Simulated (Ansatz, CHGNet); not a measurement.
For 2H-SiC, the machine-learned potential CHGNet 0.3.0 (trained on PBE and PBE+U data) gives:

| Item | Value |
|---|---|
| equilibrium lattice constant a | 3.093 Å |
| c axis length | 5.075 Å |

Question: What does r²SCAN0 in Ansatz (PAW) give for the same quantities?

Answer: 
- lattice constant a: 3.062 Å (decreases by 1.0 %)
- lattice parameter c: 5.023 Å (drops by 1.0 %)

For comparison: lattice constant a 3.076 Å (measured, room temperature, not corrected to a static lattice; as tabulated in Paulus et al. (1997), arXiv:cond-mat/9701136); lattice parameter c 5.048 Å (measured, room temperature, no zero-point or thermal correction; as tabulated in Paulus et al. (1997), arXiv:cond-mat/9701136).

Changes are worked out from the printed values.

Unless a cell is named, each level is at its own relaxed cell (CHGNet 0.3.0 10.51, r²SCAN0 10.20 Å³/atom).

Ansatz's density-functional and Hartree–Fock values are scalar-relativistic unless marked +SOC, with PAW data made under PBE.

Ansatz is a program for electronic structure.
